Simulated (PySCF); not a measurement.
# C3H6O2 (Ethyl formate): the cost of one run

Computed with PySCF 2.14.0, with density-fitted response routines of our own, on a single molecule in the gas phase. Atoms are numbered from 0 throughout.

### Step 1. Starting geometry

11 atoms, charge 0, multiplicity 1; geometry from: GFN2-xTB. The atoms were then displaced at random by about 0.01 Å, so the start is not that level's minimum.

Bonds of the start (Å): C0–C1 1.50, C1–O2 1.42, O2–C3 1.35, C3–O4 1.21, C0–H5 1.12, C0–H6 1.09, C0–H7 1.08, C1–H8 1.11, C1–H9 1.10, C3–H10 1.06.

### Step 2. Optimising the geometry at PBE0-D3(BJ)/def2-TZVP

Job settings and geometry (Å):

```
{"job": {"xc": "PBE0", "basis": "def2-TZVP", "d3": "d3bj", "grid": 2, "shake": 0.01, "kind": "geom"}, "charge": 0, "multiplicity": 1}
C     -1.252150     0.222710    -0.471880
C     -0.358830     0.057570     0.719570
O      0.944100     0.555060     0.438120
C      1.831920    -0.258250    -0.168710
O      1.583790    -1.392810    -0.517680
H     -1.305480     1.300360    -0.769220
H     -2.266760    -0.079600    -0.219020
H     -0.901620    -0.337280    -1.321630
H     -0.703690     0.645630     1.598690
H     -0.284100    -0.999640     0.997470
H      2.750930     0.260430    -0.301360
```

Run with:

```sh
$ OMP_NUM_THREADS=1 python probes_run.py task.json out
```

This one command runs all jobs of the session in turn.

**Question.** How long does this first job take on 1 thread of Arm Neoverse V1, shared host, and how much memory does it need?

About 1.9 min, with a peak of 0.85 GiB.
